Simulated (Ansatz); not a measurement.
# How far a parabola holds: energy against volume of zinc-blende BAs

Results of BLYP (Ansatz, an electronic-structure program, plane waves, PAW) for zinc-blende BAs. Run with plane-wave cutoff 520 eV, 12×12×12 k mesh, Fermi–Dirac smearing 0.01 eV, scalar-relativistic PAW data made under PBE. The cell has no free parameter but its volume, and all volumes share cutoff and mesh, without spin polarisation. Energies are free energies at the run's smearing, counted from the lowest row; static lattice.

```csv
V (Å³/atom),E (meV/atom)
13.878,8.95
14.167,2.14
14.456,0.00
14.745,2.08
15.034,7.94
15.324,?
```

Question: Fit E against V with a parabola, and predict the withheld value at V = 15.324.

Answer: With u = V - 14.5, the rows have u = -0.6220, -0.3330, -0.0440, 0.2450, 0.5340. Least squares gives E = 0.016 + 1.505·u + 25.280·u². Residuals (row less fit): 0.090, -0.178, 0.001, 0.178, -0.088; standard error 0.199 (degrees of freedom: 2). The fitted curve has its minimum at V = 14.5, where E = -0.01. Its curvature is d²E/dV² = 2 × 25.280 meV/Å⁶, so B = V0·d²E/dV² = 14.470 × 50.560 × 0.16022 = 117 GPa. At the withheld row, u = 0.8240, so E = 0.016 + 1.505 × 0.8240 + 25.280 × 0.8240² = 18.421 meV/atom. The calculation gives 17.21 meV/atom, 1.211 meV/atom below the prediction (7.0 % of the range of E in the table). The row lies outside the fitted rows, so this is an extrapolation.

The residuals are curvature that a parabola lacks, not noise. A solid that stiffens under compression and softens on expansion lies above the parabola at the compressed end and under it at the expanded end, as this row does. A third-order Birch-Murnaghan fit to the whole scan has B0 = 117 GPa. Only scans are tabulated whose curvature falls smoothly with volume, and where the parabola meets the shown rows within 5 % of their range and misses the end by 0.1 meV or more.

Measured, for comparison: bulk modulus 142 GPa (temperature not stated, no zero-point or thermal correction; as tabulated in PMC11618452 (zinc blende boron arsenide), quoting Tian et al.). Computed (rounded) less measured: bulk modulus -18 %.
